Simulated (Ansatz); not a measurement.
# CH3F, SMILES CF: a composite energy at a relaxed geometry

Run with the Python package of Ansatz (0.2.0).

Contents of `ch3f.xyz`:
```text
5

C    -0.05797    0.03761    0.00892
F     1.07650   -0.69902   -0.16591
H    -0.91292   -0.63597   -0.05970
H    -0.09547    0.79304   -0.77669
H    -0.01015    0.50433    0.99338
```

`composite_ch3f.py`
```python
# -*- coding: utf-8 -*-
"""Relax CH3F cheaply, then refine its energy."""

import itertools

import ansatz as az
from ase.data import atomic_numbers, covalent_radii
import numpy as np

geometry = az.Crystal.molecule_from_extxyz("ch3f.xyz")

setup = (
    geometry.calculation()
    .basis(gaussian="def2-SVP")
    .functional("pbe0")
)
symbols = [site.symbol for site in geometry.cartesian_sites]
start = np.array([site.position_ang for site in geometry.cartesian_sites], dtype=float)
data = setup.relax(force_tolerance=0.01).run().report
end = np.array(data["positions_ang"])
# pairs closer than 1.2 times the sum of covalent radii, before or after
radius = [covalent_radii[atomic_numbers[s]] for s in symbols]
span = lambda where, i, j: np.linalg.norm(where[i] - where[j])
bonded = [(i, j) for i, j in itertools.combinations(range(len(symbols)), 2) if min(span(start, i, j), span(end, i, j)) < 1.2 * (radius[i] + radius[j])]
print("pair        before    after (A)")
for i, j in bonded:
    print(f"{symbols[i]}{i}-{symbols[j]}{j}".ljust(10), f"{span(start, i, j):8.4f} {span(end, i, j):8.4f}")

minimum = az.Crystal.molecule()
for symbol, place in zip(symbols, end):
    minimum = minimum.atom(symbol, place.tolist())
at_minimum = minimum.calculation()
# MP2 extrapolated to the basis limit, plus the small-basis difference CCSD(T) - MP2
level = lambda method, basis: at_minimum.basis(gaussian=basis).correlation(method).run().report
small, large, cluster = level("mp2", "cc-pVDZ"), level("mp2", "cc-pVTZ"), level("ccsd_t", "cc-pVDZ")
corr = lambda each: (each["free_energy_ev"] - each["reference_energy_ev"]) / 27.211386246
mp2_limit = (27 * corr(large) - 8 * corr(small)) / 19
pieces = {"HF / cc-pVTZ": large["reference_energy_ev"] / 27.211386246, "MP2 correlation, DZ-TZ limit": mp2_limit, "CCSD(T) - MP2 / cc-pVDZ": corr(cluster) - corr(small)}
for name, value in pieces.items():
    print(f"{name:32s} {value:14.6f} Ha")
print(f"{'sum':32s} {sum(pieces.values()):14.6f} Ha")
print("T1 diagnostic", round(cluster["correlation"]["coupled_cluster"]["t1_diagnostic"], 4))
```

```console
$ python composite_ch3f.py
pair        before    after (A)
C0-F1        1.3639   1.3634
C0-H2        1.0906   1.1028
C0-H3        1.0905   1.1028
C0-H4        1.0905   1.1028
HF / cc-pVTZ                        -139.093875 Ha
MP2 correlation, DZ-TZ limit          -0.476124 Ha
CCSD(T) - MP2 / cc-pVDZ               -0.028354 Ha
sum                                 -139.598354 Ha
T1 diagnostic 0.0088
```

Notes:
- Total energies depend on the basis set; only differences at equal settings carry meaning.
- The sum leaves out core correlation, relativity, the Hartree-Fock basis error and zero-point energy; a DZ-TZ extrapolation is rough.
- Inner cores stay frozen, so this is valence correlation.
- An extrapolation from small basis sets is rough.
- Processor time in the engine: 12 s on 1 thread of AMD EPYC (Zen 3) (shared host), peak memory 0.21 GiB.

(A comment or docstring line of the script was reworded after the run, the code is as it ran; lines on the test bed's own set-up are left out of the output.)
